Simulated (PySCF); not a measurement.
Molecule: `InChI=1S/C3H3NS/c1-2-5-3-4/h2H,1H2`.

Atom-mapped SMILES (the numbers label the heavy atoms): `[CH2:1]=[CH:2][S:3][C:4]#[N:5]`. Each H is labelled by its parent atom. Ha(C1) is cis to S3; Hb(C1) is trans to S3.

Geometry PBE0-D3(BJ)/def2-SVP throughout; GIAO in PySCF 2.14.0 with density-fitted response routines, gas phase, one conformer, non-relativistic; equivalent atoms averaged; basis pcSseg-2.

For orientation, wB97X-D gives these shifts δ (against TMS, CS2, NH3 at the same level): C2 143.7, C1 127.2, C4 120.6, S3 43.7, N5 341.2, H(C2) 6.58, Hb(C1) 5.68, Ha(C1) 5.58 ppm.

A run gave: C2 146.0, C1 132.6, C4 125.8, S3 25.7, N5 341.2, H(C2) 6.61, Hb(C1) 5.81, Ha(C1) 5.70 ppm (shifts δ (against TMS, CS2, NH3 at the same level)).

Which functional was used in that run?
A. HF
B. BHandHLYP
C. LC-wPBE
D. WP04
E. B3LYP

Results:

C. C1 tells them apart best: LC-wPBE gives 132.6, BHandHLYP gives 126.4, B3LYP gives 124.8, HF gives 127.0, WP04 gives 124.3 ppm.
